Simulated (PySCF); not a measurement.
**Peak assignment**

Geometry:
```json
{"atom": "C1", "x (Å)": "2.424", "y (Å)": "0.001", "z (Å)": "-0.501"}
{"atom": "C2", "x (Å)": "1.598", "y (Å)": "0.355", "z (Å)": "0.693"}
{"atom": "C3", "x (Å)": "0.268", "y (Å)": "0.270", "z (Å)": "0.825"}
{"atom": "C4", "x (Å)": "-0.736", "y (Å)": "-0.200", "z (Å)": "-0.188"}
{"atom": "C5", "x (Å)": "-1.717", "y (Å)": "0.922", "z (Å)": "-0.529"}
{"atom": "C6", "x (Å)": "-1.474", "y (Å)": "-1.437", "z (Å)": "0.324"}
{"atom": "H7", "x (Å)": "2.996", "y (Å)": "0.874", "z (Å)": "-0.856"}
{"atom": "H8", "x (Å)": "3.167", "y (Å)": "-0.774", "z (Å)": "-0.247"}
{"atom": "H9", "x (Å)": "1.824", "y (Å)": "-0.373", "z (Å)": "-1.342"}
{"atom": "H10", "x (Å)": "2.162", "y (Å)": "0.728", "z (Å)": "1.557"}
{"atom": "H11", "x (Å)": "-0.165", "y (Å)": "0.578", "z (Å)": "1.787"}
{"atom": "H12", "x (Å)": "-0.206", "y (Å)": "-0.480", "z (Å)": "-1.114"}
{"atom": "H13", "x (Å)": "-1.194", "y (Å)": "1.802", "z (Å)": "-0.933"}
{"atom": "H14", "x (Å)": "-2.270", "y (Å)": "1.245", "z (Å)": "0.368"}
{"atom": "H15", "x (Å)": "-2.456", "y (Å)": "0.590", "z (Å)": "-1.275"}
{"atom": "H16", "x (Å)": "-2.211", "y (Å)": "-1.793", "z (Å)": "-0.412"}
{"atom": "H17", "x (Å)": "-2.017", "y (Å)": "-1.211", "z (Å)": "1.257"}
{"atom": "H18", "x (Å)": "-0.775", "y (Å)": "-2.260", "z (Å)": "0.537"}
```

[PySCF 2.14.0 with density-fitted response routines: coordinates at the PBE0-D3(BJ)/def2-SVP level; couplings computed with B3LYP/pcJ-1 (without the spin–dipole term); GIAO B3LYP/pcSseg-1 shieldings; gas phase; rapidly exchanging positions averaged; a single conformation; non-relativistic]

References, each an isolated molecule treated in the same way: ¹³C (σ = 179.24 ppm) and ¹H (σ = 31.38 ppm) against TMS.

Q: Assign these signals to the numbered atoms. ¹³C{¹H} NMR (computed): δ 147.2 (CH), 130.5 (CH), 29.9 (CH), 25.4 (CH3), 15.6 (CH3).

A: 
| δ (ppm) | atoms | environment | reason |
| --- | --- | --- | --- |
| 147.2 | C3 | alkene CH | an sp2 carbon of a C=C bond |
| 130.5 | C2 | alkene CH | – |
| 29.9 | C4 | allylic sp3 CH | aliphatic region, no heteroatom directly attached |
| 25.4 | C5/C6 | methyl carbon | aliphatic region, no heteroatom directly attached |
| 15.6 | C1 | allylic methyl carbon | saturated and bonded to C and H only |

Q: Assign these signals to the numbered atoms. ¹H NMR (600 MHz, computed): δ 5.38 (m, 1H), 5.27 (m, 1H), 2.53 (m, 1H), 1.75 (m, 3H), 0.96 (d, J = 7.3 Hz, 6H).

A: 
| δ (ppm) | atoms | environment | reason |
| --- | --- | --- | --- |
| 5.38 | H10 | hydrogen on an alkene CH | olefinic region |
| 5.27 | H11 | hydrogen on an alkene CH | – |
| 2.53 | H12 | hydrogen on an allylic sp3 CH | allylic position |
| 1.75 | H7/H8/H9 | hydrogen on an allylic methyl carbon | allylic position |
| 0.96 | H13/H14/H15/H16/H17/H18 | hydrogen on a methyl carbon | – |

H10 and H11 lie closer than the usual error of such a calculation, so a measured spectrum could show them in the other order.

Multiplet labels drop couplings under 1 Hz and merge nearly equal ones. Unscaled 3J(H,H) at this level run about 10 % above measured values. Shifts are as computed. Against solution values, carbons near 30 ppm lie about +2 ppm off and those near 130 ppm about +6 ppm. Of 1211 compounds with measured shifts, 218 miss one by over three times the rms of a fit or turn the order of signals round; such compounds aren't used in these exercises. Couplings across =CH–CH2 type bonds come from one rotamer and its mirror image, and can be 1–2 Hz further off. Only one conformer was computed, so three-bond couplings in flexible chains and rings are approximate.
